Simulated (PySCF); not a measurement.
Species: C4H7O (doublet state).
Z-matrix (Å and degrees, GFN2-xTB geometry), rows numbered from 1:
```
C 
C   1  1.2905
C   2  1.5249  1  125.82
C   3  1.5316  2  109.44  1  -106.38
O   4  1.4043  3  112.39  2    65.94
H   1  1.0650  2  138.94  3    -3.79
H   2  1.0852  1  120.83  3  -176.79
H   3  1.0905  2  109.18  1   133.54
H   3  1.0904  2  109.83  1    13.67
H   4  1.0932  3  110.00  2  -176.55
H   4  1.1012  3  109.67  2   -57.37
H   5  0.9659  4  108.16  3   -51.40
```

The geometry is computed with GFN2-xTB (gas phase). This method treats the open shell by occupation alone, without spin polarisation.

Take the most abundant isotopes and a rigid rotor. The values belong to one conformer with, in the numbering `[H]/[C:1]=[CH:2]\[CH2:3][CH2:4][OH:5]`, C1–C2–C3–C4 -106°, C2–C3–C4–O5 66°, C3–C4–O5–H -51°.

(1) Give the principal moments of inertia and the rotational constants in cm⁻¹.

(2) What kind of rotor is it?

(3) Is it planar, by Δ = Ic − Ia − Ib?

(4) Give the other two planar moments, Paa and Pbb, and the rms extents of the mass along the axes.

(5) Give the coordinates in the principal-axis frame, origin at the centre of mass.

(6) Estimate the classical rotational partition function at 100 K, 200 K and 298.15 K.

## Answers

(1) Ia = 53.37, Ib = 142.56, Ic = 174.31 u·Å²; 505379 MHz·u·Å²/I gives 9470, 3545 and 2899 MHz, that is A = 0.31589, B = 0.11825, C = 0.09671 cm⁻¹.

(2) An asymmetric top; Ray's κ = -0.803.

(3) Not planar: Δ = Ic − Ia − Ib = -21.62 u·Å². For a rigid frame Δ = −2 Σ m c², so Σ m c² = 10.81 u·Å² lies off the ab plane: 6.86 from hydrogen and 3.95 from heavier atoms. The atom farthest from that plane is 1.45 Å away.

(4) Paa = Σ m a² = (Ib + Ic − Ia)/2 = 131.75 and Pbb = Σ m b² = (Ia + Ic − Ib)/2 = 42.56 u·Å². With the mass M = 71.05 u, the rms extents √(P/M) along a, b and c are 1.36, 0.77, 0.39 Å.

(5) The sense of each axis is arbitrary; atoms in the order of the calculation.
```tsv
atom	mass (u)	a (Å)	b (Å)	c (Å)
C1	12.000	1.972	0.674	-0.082
C2	12.000	1.219	-0.272	0.370
C3	12.000	0.078	-0.943	-0.387
C4	12.000	-1.262	-0.463	0.180
O5	15.995	-1.482	0.904	-0.053
H6	1.008	2.120	1.221	-0.984
H7	1.008	1.327	-0.630	1.389
H8	1.008	0.159	-2.024	-0.272
H9	1.008	0.135	-0.687	-1.445
H10	1.008	-2.086	-0.985	-0.315
H11	1.008	-1.308	-0.683	1.258
H12	1.008	-0.705	1.390	0.251
```

(6) Point group C1, symmetry number σ = 1; q = (√π/σ)·√((kT/h)³/(ABC)), k/h = 20836.6 MHz/K: 17100 at 100 K, 48300 at 200 K, 88000 at 298.15 K.

For this open shell read J as N, the rotation without spin; fine and hyperfine splittings come on top. Stationary, but not proved a minimum. These are rigid-rotor constants of the computed structure; measured ground-state constants (B0) also hold zero-point vibration.
